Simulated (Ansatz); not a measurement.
The input, for Ansatz 0.2.0:

```yaml
crystal:
  periodic: [false, false, false]
  atoms:
    - {symbol: Mg, position_ang: [0.000000, 0.000000, 0.379714]}
    - {symbol: Mg, position_ang: [0.000000, 0.000000, -2.266150]}
    - {symbol: H, position_ang: [0.000000, 0.000000, 1.886436]}
basis:
  gaussian: {orbitals: cc-pVDZ}
magnetization: {spin_polarized: false, initial_magnetization: 1}
correlation: {method: sc_nevpt2, electrons: outside_noble_gas, active_space: {window: {electrons: 3, orbitals: 3}}}
```

```sh
$ ansatz run in.yaml --threads 1 --pin off --events-out ev --progress --plain --max-ram 2393MiB
```

The program prints:

```
370 factors; integrals over basis functions are off by at most 1.2e-3 eV
mean field evaluation 1: about -10876.5873 eV, gradient 6.3e0 eV
mean field evaluation 2: about -10876.6449 eV, gradient 6.5e0 eV
mean field evaluation 4: about -10877.4497 eV, gradient 1.0e0 eV
mean field evaluation 8: about -10877.5218 eV, gradient 9.7e-2 eV
mean field evaluation 16: about -10875.8031 eV, gradient 6.1e0 eV
mean field evaluation 32: about -10877.0427 eV, gradient 9.9e-1 eV
mean field evaluation 64: about -10875.9886 eV, gradient 6.6e0 eV
mean field -10877.52245661 eV, -399.7415772309 hartree, gradient 3.3e-6 eV, S^2 0.750000; 9 other end points of the search recorded, 0 dependent functions left out
reference -10877.52245661 eV, -399.7415772309 hartree; 13, 12 occupied and 28, 29 virtual orbitals, 370 factors
state -10877.90130357 eV, -399.7554995998 hartree
state -10877.90130357 eV, -399.7554995998 hartree; corrected -10878.97568068 eV, -399.7949822303 hartree
state -10877.84734624 eV, -399.7535167047 hartree
state -10877.84734624 eV, -399.7535167047 hartree; corrected -10878.95915910 eV, -399.7943750737 hartree
state -10877.90130357 eV, -399.7554995998 hartree; corrected -10878.97568068 eV, -399.7949822303 hartree
2 active orbitals were swapped for others, from the solution at -10877.84731712 eV, -399.7535156344 hartree to that at -10877.90129689 eV, -399.7554993543 hartree; typed "places" are swapped only where nearly empty or full, and so, without "given_window_search", are "orbital_numbers", "shells" and a window whose orbitals a file names under [Active]
Total energy: -10878.97568068 eV, -399.7949822303 hartree
```

Natural occupations: 1.9760 1.0004 0.0237.

For the same geometry and basis full CI lies 638.7 meV lower.

Ran on 1 thread of Arm Neoverse V1, shared host: 2.2 s wall, 0.05 GiB peak host memory.
